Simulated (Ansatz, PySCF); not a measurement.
Species: N2, charge 0, singlet. N2 (molecular nitrogen, SMILES N#N).
B3LYP-D3(BJ)/def2-TZVP minimum from Ansatz (a quantum-chemistry and plane-wave program):
```
N
N 1 1.0909
```

Wanted: enthalpy of formation at 298 K (by atomisation, with ideal-gas terms from PySCF's Hessian at B3LYP-D3(BJ)/def2-TZVP and the atoms' measured values of the G2/97 table; no spin-orbit terms), in kcal/mol. UHF or UKS for unpaired electrons; spin-orbit terms are left out. CBS(X,Y): correlation extrapolated as X^-3, Hartree-Fock from the larger set (Q,5: extrapolated as (X+1)exp(-9√X)). A bracket is a step between two methods taken in the basis named. Functionals run without relativity, which enters their misses. Double hybrids freeze cores in their MP2 part. '+ core + X2C': CCSD(T) terms for core correlation (cc-pwCVTZ) and scalar relativity (cc-pVTZ-DK).

Measured: 0.0 kcal/mol, 0.0 kJ/mol (Active Thermochemical Tables 1.112 (ions: stationary electron), as tabulated in the package chemicals).

### Question
How far off this value is PBE/def2-TZVPD (Ansatz), in which direction, and which of these levels come nearer: PBE0/def2-TZVPD, wB97M-V/def2-TZVPD, B2PLYP/def2-TZVPD, CCSD(T)/CBS(cc-pVQZ,cc-pV5Z) + core + X2C?

### Answer
PBE gives -14.8 kcal/mol, 14.8 kcal/mol below it. Errors of the others: PBE0/def2-TZVPD (Ansatz) 3.3; wB97M-V/def2-TZVPD (Ansatz) -1.9; B2PLYP/def2-TZVPD (Ansatz) -0.3; CCSD(T)/CBS(cc-pVQZ,cc-pV5Z) + core + X2C (Ansatz) 0.8; CCSD(T)/CBS(cc-pVQZ,cc-pV5Z) + [CCSDT(Q) - CCSD(T)]/cc-pVQZ + [CCSDTQ - CCSDT(Q)]/cc-pVDZ + core + X2C (Ansatz) 0.5 kcal/mol. Nearer than PBE: PBE0/def2-TZVPD, wB97M-V/def2-TZVPD, B2PLYP/def2-TZVPD, CCSD(T)/CBS(cc-pVQZ,cc-pV5Z) + core + X2C, CCSD(T)/CBS(cc-pVQZ,cc-pV5Z) + [CCSDT(Q) - CCSD(T)]/cc-pVQZ + [CCSDTQ - CCSDT(Q)]/cc-pVDZ + core + X2C.
